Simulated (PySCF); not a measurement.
## The first ionisation energy along the noble gases

All values are computed (PySCF 2.14, energy differences of UHF-based or UKS calculations, no spin-orbit coupling). Values in eV. The last column holds reference values (NIST; (s) semi-empirical, (t) theoretical, else measured). Unmarked ones compare directly (S terms, centres of terms, or small fine structure); those marked * lie between the lowest fine-structure levels and include a spin-orbit shift.

| element | configurations | UHF | MP2 (valence) | SCS-MP2 (valence) | CCSD (valence) | CCSD(T) (valence) | reference |
| --- | --- | --- | --- | --- | --- | --- | --- |
| He (6-31G*, non-relativistic) | 1s2 → 1s1 | 23.444 | 23.749 | 23.809 | 23.852 | 23.852 | 24.587 |
| Ne (6-31G*, non-relativistic) | [Ne] → [He] 2s2 2p5 | 19.681 | 21.150 | 21.040 | 20.984 | 20.996 | 21.597 |
| Ar (6-31G*, non-relativistic) | [Ar] → [Ne] 3s2 3p5 | 14.659 | 15.342 | 15.261 | 15.215 | 15.223 | 15.819 |
| Kr (6-31G*, non-relativistic) | [Kr] → [Ar] 3d10 4s2 4p5 | 13.166 | 13.811 | 13.735 | 13.701 | 13.708 | 14.222 |

Which of these methods has the smallest mean absolute error against the measured values here?

MP2 (valence), with 0.543 eV.

| method | elements | mean error (eV) | mean absolute error (eV) | largest error (eV) |
| --- | --- | --- | --- | --- |
| UHF | 4 | -1.319 | 1.319 | -1.916 |
| MP2 (valence) | 4 | -0.543 | 0.543 | -0.839 |
| SCS-MP2 (valence) | 4 | -0.595 | 0.595 | -0.778 |
| CCSD (valence) | 4 | -0.618 | 0.618 | -0.735 |
| CCSD(T) (valence) | 4 | -0.611 | 0.611 | -0.735 |

Errors include the incompleteness of the basis and the frozen core.

"Valence" correlates the outer s and p shells and, in groups 3 to 12 and the f block, the outer d or f shell, open or full, or the next shell where the ion has no valence electron left; the wider scheme adds the next inner shell.
